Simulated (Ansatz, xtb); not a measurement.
**Relaxing a trial structure of CH4Si2+**

The starting geometry of this gas-phase doublet has its atoms placed at random.

```xyz
7

C     0.9212    1.2304   -0.6845
Si   -1.1019   -1.5451    0.8186
Si    0.5736   -0.2611    0.0965
H    -0.7341   -0.5467   -0.5250
H     0.7021   -1.2447   -1.5629
H    -1.8082   -0.1503   -0.4650
H     0.2715    1.3359   -1.6115
```

Question: Guess where an optimisation with r2SCAN-D4/def2-SVP ends from this start.

Answer: It ends as a structure with H4 bridging Si3 and Si2, given below by its coordinates. Distances that change by over a tenth: Si2–Si3 (2.23 → 2.49 Å), Si3–H4 (1.48 → 1.70 Å). Contacts that close: C1–Si2 (3.75 → 1.77 Å), Si2–H6 (2.02 → 1.49 Å), Si3–H5 (1.93 → 1.49 Å).

The energy falls by 7.06 eV over 43 steps:

```tsv
step	E − E(last) (eV)
1	7.062
6	3.324
10	2.294
15	2.073
20	1.899
24	0.632
29	0.073
34	0.024
38	0.002
43	0.000
```

Final geometry (Å):

```yaml
atoms:
  - { symbol: C, position_ang: [0.3038, 0.6876, -0.3914] }
  - { symbol: Si, position_ang: [-1.1850, -0.0198, 0.2563] }
  - { symbol: Si, position_ang: [0.8667, -0.9382, -0.8124] }
  - { symbol: H, position_ang: [-0.5801, -1.5480, -0.1688] }
  - { symbol: H, position_ang: [1.3135, -1.4051, -2.1550] }
  - { symbol: H, position_ang: [-2.5791, 0.3386, -0.1289] }
  - { symbol: H, position_ang: [0.6843, 1.7034, -0.5336] }
```

From the same start GFN2-xTB ends elsewhere, in pieces: CH2Si2 + H2.

From so rough a start the end depends on the optimiser's path, so another program may land elsewhere. The end wasn't checked by frequencies. Open shells are spin-unrestricted. Run with Ansatz 0.2.0, 85 s on 2 threads of Intel(R) Xeon(R) 6975P-C (Granite Rapids), with other jobs on the host.
